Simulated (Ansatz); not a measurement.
## O2 (oxygen): from two basis sets to a third

The species is O2 (2 atoms), meant as a triplet with charge 0. As SMILES, `O=O`. The shape is that of a PBE0-D4/def2-TZVP optimisation.

CCSD(T) correlation energies, 2 core orbitals frozen (Ansatz 0.2.0):

```
  basis  X  correlation energy (Eh)
cc-pVDZ  2                -0.355047
cc-pVTZ  3                -0.451112
cc-pVQZ  4                        ?
```

Question: Take E(X) = E∞ + A/X³, fix the two constants on the known rows and predict the third.

Answer: 
1. A = (-0.355047 − (-0.451112))/(1/8 − 1/27) = 1.09211 Eh.
2. E∞ = -0.451112 − 1.09211/27 = -0.491561 Eh.
3. X = 4: -0.491561 + 1.09211/64 = -0.474497 Eh.

The run gave -0.483901 Eh, so the prediction is off by +9.4 mEh, 29 % of the last step. The small sets lie short of the range where X⁻³ holds, so the true step is larger than predicted.
